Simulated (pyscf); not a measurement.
H₂S + SiH₄ -> H₃Si–SH + H₂, a four-centre exchange (singlet surface; H–S, H–Si broken, S–Si, H–H formed). Single points on ωB97X-D3(BJ)/def2-SVP structures (PySCF, gas phase). Energies in kJ/mol from the separated reactants.

Small-basis levels: PySCF, no dispersion term, spherical d functions. 

**Question.** Quick B3LYP/6-31G* single points give ΔE‡ = 235.7 kJ/mol and ΔE = -26.2 kJ/mol. What does ωB97M-D3(BJ)/def2-TZVP give, and how far is the quick result from it?

**Answer.** ωB97M-D3(BJ)/def2-TZVP gives ΔE‡ = 208.9 kJ/mol and ΔE = -30.8 kJ/mol. B3LYP/6-31G* lies 26.8 kJ/mol over it in the barrier and 4.6 kJ/mol over it in the reaction energy, so on this step it does not hold to within 12.6 kJ/mol. ωB97M-D3(BJ)/def2-TZVP has limits of its own. This is the saddle that the search found; another between the same sides may lie lower.
